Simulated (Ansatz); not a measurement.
# CH2Al+ (triplet): the correlation ladder, cc-pVDZ

An exercise on one series of results from a longer session: the logs are not shown, and one member is left open.

Computed with Ansatz 0.2.0, Gaussian basis. Level: cc-pVDZ, core rule «outside noble gas», up to 6 orbitals frozen.

To be run: UHF; CCSD(T) on ROHF; CCSD(T) on UHF; BCCD(T) on ROHF; CISD; CCSDT(Q) on ROHF; CCSDT(Q) on UHF; CCSDTQ on ROHF; CCSDTQ on UHF.

10 further runs of the same task are left out: 5 for a known fault of the program, 5 set aside as unsound or not needed.

**What is computed**

The geometry is a PBE0/def2-TZVP stationary point (not a proven minimum) of the parent state, kept for this charge and spin.

4 atoms, charge 1, spin multiplicity 3.

Atoms are counted from 1 here; the program's logs count them from 0.

Bond lengths: Al1–C2 1.971 Å, C2–H3 1.094 Å, C2–H4 1.094 Å. Angles: Al1–C2–H3 125.0°, Al1–C2–H4 125.0°, H3–C2–H4 109.9°.

Set-up of the first run:

in.yaml

```yaml
crystal:
  periodic: [false, false, false]
  atoms:
    - {symbol: Al, position_ang: [0.000000, 0.000000, 0.704959]}
    - {symbol: C, position_ang: [0.000000, 0.000000, -1.265754]}
    - {symbol: H, position_ang: [0.000000, -0.896128, -1.894102]}
    - {symbol: H, position_ang: [0.000000, 0.896128, -1.894102]}
basis:
  gaussian: {orbitals: cc-pVDZ}
total_charge: 1
magnetization: {spin_polarized: true, initial_magnetization: 2}
hamiltonian: {xc: hf}
output: {orbitals: {seedname: orbitals}}
```

Launch:

```
ansatz run in.yaml --threads 1 --pin off --events-out ev --progress --plain --max-ram 4096MiB --backend cpu
```

Steps of the session up to this table: UHF; CCSD(T) on ROHF; CCSD(T) on UHF; BCCD(T) on ROHF; CISD; CCSDT(Q) on ROHF; CCSDT(Q) on UHF; CCSDTQ on ROHF; CCSDTQ on UHF.

One table of the session follows, with a row left open; its other results are not shown here.

```
   method  from UCCSDTQ (meV)
     ROHF             +4771.7
      UHF             +4577.8
     RMP2              +844.6
     UMP2              +860.8
     CISD              +388.5
    RCCSD              +166.2
    UCCSD              +154.9
 RCCSD(T)               +32.6
 UCCSD(T)               +32.1
  BCCD(T)               +33.7
   RCCSDT                +9.8
   UCCSDT                +8.1
RCCSDT(Q)                +1.3
UCCSDT(Q)                -0.2
  RCCSDTQ                   ?
  UCCSDTQ                   0
```

Estimate the missing values for RCCSDTQ.

As computed: from UCCSDTQ (meV): +1.0. In the column «from UCCSDTQ (meV)» it lies between UCCSDTQ (0) and RCCSDT(Q) (+1.3).

Limits of these values: Restricted and unrestricted rows rest on different reference determinants; where their highest levels disagree by more than a few hundredths of an eV, they describe different states and don't form one ladder.
